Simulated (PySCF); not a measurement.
**Stretching LiSi⁺**

Set-up: Li 6-31G(d,p), Si 6-31G(d,p); no relativity (PySCF 2.14). Energies in eV from Li⁺ + Si in their ground configurations at the same level. State: ³Π (triplet), unpaired electrons σ ↑, π ↑.

All columns are r²SCANh. A positive dipole points towards Si; it is taken about the centre of mass and depends on that origin.

| R (Å) | E (eV) | μ (D) | Mulliken charge on Li (basis-dependent) | HOMO (eV) | LUMO (eV) | Mayer bond order | ⟨S²⟩ |
| --- | --- | --- | --- | --- | --- | --- | --- |
| 2.412 | -0.506 | -6.32 | 0.60 | -10.75 | -9.26 | 0.60 | 2.01 |
| 2.525 | -0.603 | -6.72 | 0.63 | -10.60 | -9.11 | 0.55 | 2.01 |
| 2.637 | -0.658 | -7.12 | 0.67 | -10.46 | -8.96 | 0.51 | 2.01 |
| 2.721 | -0.680 | -7.43 | 0.69 | -10.36 | -8.86 | 0.47 | 2.01 |
| 2.805 | -0.688 | -7.74 | 0.71 | -10.27 | -8.76 | 0.45 | 2.01 |
| 2.889 | -0.687 | -8.06 | 0.73 | -10.17 | -8.67 | 0.42 | 2.01 |
| 3.001 | -0.672 | -8.49 | 0.75 | -10.05 | -8.55 | 0.39 | 2.01 |
| 3.142 | -0.641 | -9.05 | 0.78 | -9.91 | -8.40 | 0.36 | 2.01 |
| 3.310 | -0.591 | -9.73 | 0.80 | -9.75 | -8.24 | 0.33 | 2.01 |
| 3.534 | -0.516 | -10.68 | 0.83 | -9.54 | -8.03 | 0.29 | 2.01 |

A fit through these points gives, at Re = 2.830 Å, μ = -7.84 D and dμ/dR = -3.78 D/Å; the reduced mass is 5.609 u.

Question: How strong is the fundamental in the double-harmonic approximation, I = 42.26·(dμ/dR)²/μred km/mol?

Answer: I = 42.26·(-3.78)²/5.609 = 108 km/mol at r²SCANh.

For an ion De counts to the pair picked by the measured ionisation energies or electron affinities, which need not be the lowest pair at this level. The state was picked by a PBE0 search and need not be the measured ground state.
